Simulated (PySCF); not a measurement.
Molecule: `OCC1=CCC1`, C₅H₈O.

Cartesian coordinates in Å; atom numbers follow the order of the lines, from 1:
```xyz
14

O     2.469    0.565    0.718
C     1.678    0.201   -0.388
C     0.245   -0.016   -0.053
C    -0.503    0.082    1.047
C    -1.776   -0.311    0.349
C    -0.911   -0.425   -0.932
H     2.013    1.264    1.201
H     1.751    0.965   -1.183
H     2.116   -0.724   -0.780
H    -0.310    0.332    2.075
H    -2.221   -1.247    0.685
H    -2.545    0.459    0.313
H    -1.166    0.280   -1.721
H    -0.842   -1.426   -1.352
```

Frames of a GFN2-xTB Langevin trajectory at 300 K; GIAO PBE0/pcSseg-1 shieldings in PySCF 2.14.0 with density-fitted response routines, gas phase, non-relativistic; equivalent atoms averaged within each frame.

References, each an isolated molecule treated in the same way: H2O for ¹⁷O (σ = 336.08 ppm); TMS for ¹³C (σ = 186.93 ppm), ¹H (σ = 31.72 ppm). The references are static minima.

Question: How do the shifts (ppm) fluctuate along the trajectory?

Answer: 
```csv
time (fs),O1,C3,C4,C2,C6,C5,H10,H8/H9,H13/H14,H11/H12
optimised geometry,20.8,159.3,132.0,68.0,30.7,28.3,6.07,4.50,2.44,2.48
250,57.3,152.8,131.1,70.5,39.0,29.2,5.85,4.90,3.42,2.85
425,60.2,151.8,136.4,71.5,28.4,25.2,6.06,5.17,3.02,1.97
625,37.7,160.5,143.4,71.3,31.2,27.6,6.26,4.81,3.43,2.51
800,39.0,164.6,144.4,63.9,36.4,28.1,6.23,3.76,3.28,2.79
1000,31.5,152.5,142.4,69.1,36.5,31.2,7.32,5.18,3.62,2.80
mean of frames,45.1,156.4,139.6,69.3,34.3,28.3,6.35,4.77,3.36,2.58
standard deviation,12.8,5.8,5.6,3.2,4.3,2.2,0.57,0.58,0.22,0.37
```

5 frames give an uncertainty of the mean of about the standard deviation over 2.2 at best, since frames this close in time may not be independent; classical motion lacks zero-point vibration, and the reference would need the same averaging.
